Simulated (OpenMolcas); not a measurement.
**C2HF2 (SMILES [CH]=C(F)F): methods side by side**

C2HF2: 5 atoms, total charge 0, spin state doublet. SMILES: `[CH]=C(F)F`. The shape is that of a PBE0-D4/def2-TZVP optimisation.

```xyz
5

C    -0.0282    0.9127   -0.0149
C     0.1636   -0.3661    0.1246
F     1.0438   -0.9117    0.9325
F    -0.4926   -1.3132   -0.5203
H    -0.6366    1.6045   -0.5634
```

Each level gives the energy change with the C1–C2 bond stretched from 1.301 to 1.496 Å (eV). The values are calculated.

```json
{"level": "USVWN5/aug-cc-pVDZ", "kind": "LDA", "program": "OpenMolcas", "value (eV)": "0.78", "CPU time (all runs)": "67 s"}
{"level": "UPBE/aug-cc-pVDZ", "kind": "GGA", "program": "OpenMolcas", "value (eV)": "0.68", "CPU time (all runs)": "95 s"}
{"level": "U-r2SCAN/aug-cc-pVDZ", "kind": "meta-GGA", "program": "OpenMolcas", "value (eV)": "0.77", "CPU time (all runs)": "2.4 min"}
{"level": "UM06-L/aug-cc-pVDZ", "kind": "meta-GGA", "program": "OpenMolcas", "value (eV)": "0.82", "CPU time (all runs)": "2.4 min"}
{"level": "UB3LYP/aug-cc-pVDZ", "kind": "global hybrid", "program": "OpenMolcas", "value (eV)": "0.80", "CPU time (all runs)": "99 s"}
{"level": "UBHLYP/aug-cc-pVDZ", "kind": "global hybrid", "program": "OpenMolcas", "value (eV)": "0.95", "CPU time (all runs)": "1.7 min"}
{"level": "UM06-2X/aug-cc-pVDZ", "kind": "hybrid meta-GGA", "program": "OpenMolcas", "value (eV)": "0.86", "CPU time (all runs)": "2.5 min"}
{"level": "UPBE0/aug-cc-pVDZ", "kind": "global hybrid", "program": "OpenMolcas", "value (eV)": "0.84", "CPU time (all runs)": "99 s"}
```

The first shape isn't each level's own minimum. The values span 0.68 to 0.95 eV. Spin contamination of the reference (⟨S²⟩ at least 0.1 too high) touches UBHLYP/aug-cc-pVDZ. CPU times are rough (shared hosts, several kinds of processor and program).
